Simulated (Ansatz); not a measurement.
Gas-phase electronic energies from Ansatz, PBE0-D4/def2-TZVP geometries. CCSD(T)/CBS is the MP2 limit (def2-TZVPP, def2-QZVPP) plus CCSD(T) − MP2 in def2-TZVPP, frozen cores. This one scheme is used for every species. Double bonds are as drawn, so ΔE can hold a change between cis and trans. Functionals use def2-TZVPP. B3LYP here is the variant with VWN-RPA as its local correlation; programs differ in this. Each species was taken in one conformer, which may not be the lowest.

Consider the substitution at a C–O bond: `C/C=C(\F)OC` + CH₃SH → `C/C=C(\F)SC` + CH₃OH.

```csv
level,ΔE (kcal/mol)
PBE-D4,-2.5
ωB97X-V,-0.4
ωB97M-V,-0.9
PBE0,-1.1
B3LYP,-0.4
SCS-MP2/def2-TZVPP,-1.9
HF/def2-QZVPP,2.4
MP2/def2-QZVPP,-3.8
```

(1) What does CCSD(T)/CBS give? (An estimate is asked.)

Largest T1 diagnostic among the species: 0.012.

Results:

(1) Computed: -2.6 kcal/mol. The listed levels differ from it by 0.1, 2.2, 1.7, 1.5, 2.2, 0.7, 5.0, -1.2 kcal/mol.

From PBE to PBE0 (25 % exact exchange), in def2-TZVPP and without D4, ΔE moves by +0.7 kcal/mol. In def2-TZVPP, CCSD(T) changes the Hartree–Fock value by −3.7 kcal/mol (the triples alone add −0.7 kcal/mol) and MP2 by −5.4 kcal/mol.
